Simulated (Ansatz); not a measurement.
**AlH6NSi: structure from calculated spectroscopic constants**

These gas-phase data were calculated for one isomer of AlH6NSi at PBE-D3(BJ)/def2-SVP (harmonic, unscaled wavenumbers; equilibrium rotational constants with average atomic masses):

* rotational constants: 27.07, 2.961, 2.755 GHz
* all wavenumbers above 1500 cm⁻¹: 3477, 2181, 2144, 2138, 1905, 1887

Candidates:

(1) `[AlH2][NH][SiH3]`, a singlet
(2) `[NH2+]1[AlH2-][SiH2]1`, a singlet
(3) `[NH2][AlH][SiH3]`, a singlet

Q: Which structure fits?

A: Candidate (1). 1 mode lies between 3250 and 3800 cm⁻¹, one for each N–H bond, while (2) has 2, (3) has 2.

The same quantities for all candidates:

|  | rotational constants (GHz) | wavenumbers above 1500 cm⁻¹ | E above the lowest, PBE-D3(BJ)/def2-SVP (kcal/mol) |
| --- | --- | --- | --- |
| (1) | 27.07, 2.961, 2.755 | 3477, 2181, 2144, 2138, 1905, 1887 | 0.0 |
| (2) | 11.68, 4.815, 3.846 | 3517, 3426, 2134, 2116, 1880, 1865 | 13.4 |
| (3) | 16.95, 2.897, 2.548 | 3582, 3491, 2142, 2141, 2130, 1872 | 5.4 |

Harmonic stretches to hydrogen usually lie a few per cent above observed fundamentals. Each candidate is one conformer. Programs: Ansatz 0.2.0.
